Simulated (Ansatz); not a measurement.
# AlFH3N: the cost of one run

Program: Ansatz 0.2.0. Level of theory: RKS PBE0/def2-SVPD. These are calculated values, not measurements.

## 1. The starting structure

Bond lengths: Al1–F2 1.690 Å, Al1–N3 1.920 Å, N3–H4 1.060 Å, N3–H5 1.060 Å, Al1–H6 1.560 Å. Angles: F2–Al1–N3 120.0°, F2–Al1–H6 120.0°, N3–Al1–H6 120.0°, Al1–N3–H4 120.0°, Al1–N3–H5 120.0°, H4–N3–H5 120.0°.

Coordinates:

```xyz
6

Al    0.0000    0.0000    0.0000
F     0.0000    0.0000    1.6900
N     1.6627    0.0000   -0.9600
H     2.1293   -0.9179   -1.2118
H     2.1141    0.9179   -1.2382
H    -1.3510    0.0000   -0.7800
```

## 2. Preparing the start

File input.yaml:

```yaml
crystal:
  periodic: [false, false, false]
  atoms:
    - { symbol: Al, position_ang: [0.0, 0.0, 0.0] }
    - { symbol: F, position_ang: [0.0, 0.0, 1.69] }
    - { symbol: "N", position_ang: [1.6627, 0.0, -0.96] }
    - { symbol: H, position_ang: [2.1293, -0.9179, -1.2118] }
    - { symbol: H, position_ang: [2.1141, 0.9179, -1.2382] }
    - { symbol: H, position_ang: [-1.351, 0.0, -0.78] }
basis:
  gaussian: { orbitals: def2-SVPD }
hamiltonian:
  xc: pbe0
relax:
  f_tol: 0.02
  max_steps: 40
output:
  orbitals: {}
```

Run with:

```sh
ansatz run input.yaml --threads 1 --pin off --max-ram 2048MiB --backend cpu --events-out ev --progress --plain --runs-dir out
```

Q: Estimate wall time and peak memory on 1 thread of Arm Neoverse V1, shared host.

About 34 s, with a peak of 0.15 GiB.
